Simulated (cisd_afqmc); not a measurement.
Input (AFQMC/CISD/aug-cc-pVDZ; cisd_afqmc is a phaseless AFQMC code with CISD trial states that reads the integrals written by Ansatz):

Ansatz 0.2 input:
```python
import cisd_afqmc

open("ham.yaml", "w").write("""\
crystal:
  periodic: [false, false, false]
  atoms:
    - {symbol: C, position_ang: [0.68557570, 0.01996936, -0.04302839]}
    - {symbol: O, position_ang: [-0.67114813, -0.11794294, 0.00291587]}
    - {symbol: H, position_ang: [-1.09096757, 0.74480543, -0.08162056]}
    - {symbol: H, position_ang: [1.12524882, 0.98016746, 0.19378078]}
    - {symbol: H, position_ang: [1.22144963, -0.90124554, 0.12268310]}
basis:
  gaussian:
    orbitals: aug-cc-pVDZ
magnetization: {spin_polarized: true, initial_magnetization: 1}
correlation: {method: ccsd, electrons: outside_noble_gas, hamiltonian_folder: ham}
""")
rep = cisd_afqmc.ansatz("ham.yaml")
e_ccsd = rep["correlation"]["coupled_cluster"]["energy"]["hartree"]
out = cisd_afqmc.run("ham", e_ccsd, trial="CISD", walkers=100, populations=8, threads=8, dt=0.005, steps=40, early=24, settle=10, least=32,
    cut=5e-5, rank_cut=2e-4, target=0.0004, seconds=1500, seed=1, memory=12960, gpu=False)
```

Output:

```
orbitals 71, occupied [7, 6], factors 405 of 708, rank of the doubles 315 of 838
E(HF) = -114.435752
E(CCSD) on the cut factors = -114.786710, shift to the whole factors -0.000015
Energy of the trial state on the determinant = -114.786728
  tau behind 7.2 of longer steps, mean of the populations' last blocks
   2.0  -114.79916
   4.0  -114.79988
   6.0  -114.79782
   8.0  -114.79884
  10.0  -114.79996
blocks 399 (0 outliers left out), error by blocks joined: 1: 0.00024, 2: 0.00029, 4: 0.00034, 8: 0.00038, 16: 0.00037
E(AFQMC/CISD) = -114.79861 +/- 0.00038
```
